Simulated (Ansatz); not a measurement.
**CH5OSi+ (SMILES C=[SiH][OH2+]): functionals against CCSD(T) at one geometry**

The task here is to estimate one member of a computed series from the others.

Computed with Ansatz 0.2.0, Gaussian basis. Level: single points in def2-TZVPP.

Correlated methods freeze the cores.

## The starting structure

SMILES `C=[SiH][OH2+]`, 8 atoms, charge 1, spin multiplicity 1.

Atoms are counted from 1 here; the program's logs count them from 0.

Bond lengths: C1–Si2 1.763 Å, C1–H4 1.040 Å, C1–H5 1.250 Å, Si2–O3 1.860 Å, Si2–H6 1.218 Å, O3–H7 1.179 Å, O3–H8 1.137 Å. Angles: Si2–C1–H4 121.0°, Si2–C1–H5 116.9°, H4–C1–H5 120.9°, C1–Si2–O3 102.5°, C1–Si2–H6 165.7°, O3–Si2–H6 89.6°, Si2–O3–H7 125.5°, Si2–O3–H8 124.6°, H7–O3–H8 102.6°.

Geometry (Å):

```xyz
8
charge 1, multiplicity 1
C    -1.0817    0.6822   -0.7459
Si    0.4613    0.8016    0.0977
O     0.9313   -0.9826    0.3312
H    -1.4646   -0.2411   -1.0347
H    -1.7967    1.7071   -0.7628
H     1.4015    1.1328    0.7983
H     1.6768   -1.3920    1.1471
H     0.2274   -1.8615    0.1763
```

The first run:

Contents of run/in.yaml:

```yaml
crystal:
  periodic: [false, false, false]
  atoms:
    - {symbol: C, position_ang: [-1.081700, 0.682200, -0.745900]}
    - {symbol: Si, position_ang: [0.461300, 0.801600, 0.097700]}
    - {symbol: O, position_ang: [0.931300, -0.982600, 0.331200]}
    - {symbol: H, position_ang: [-1.464600, -0.241100, -1.034700]}
    - {symbol: H, position_ang: [-1.796700, 1.707100, -0.762800]}
    - {symbol: H, position_ang: [1.401500, 1.132800, 0.798300]}
    - {symbol: H, position_ang: [1.676800, -1.392000, 1.147100]}
    - {symbol: H, position_ang: [0.227400, -1.861500, 0.176300]}
basis:
  gaussian: {orbitals: def2-TZVPP}
total_charge: 1
correlation: {method: ccsd_t}
output: {forces: true}
```

The command line of these runs was not kept.

Steps of the session up to this table: CCSD(T)/def2-TZVPP; PBE0-D4/def2-TZVPP; wB97M-V/def2-TZVPP; r2SCAN-D4/def2-TZVPP; PBE-D4/def2-TZVPP; wB97X-V/def2-TZVPP; BLYP-D4/def2-TZVPP.

One table of the session follows, with a row left open; its other results are not shown here.

```
   method  RMS force component (eV/Å)  angle to CCSD(T) forces (°)
  CCSD(T)                       3.694                    reference
  PBE0-D4                       3.817                          2.5
  wB97M-V                       3.794                          3.4
r2SCAN-D4                           ?                            ?
   PBE-D4                       3.660                          3.2
  wB97X-V                       3.865                          3.4
  BLYP-D4                       3.580                          2.9
```

Q: Estimate the row for r2SCAN-D4 from the others.

The run gave: RMS force component (eV/Å): 3.747; angle to CCSD(T) forces (°): 2.4. In the column «RMS force component (eV/Å)» it lies between CCSD(T) (3.694) and wB97M-V (3.794).
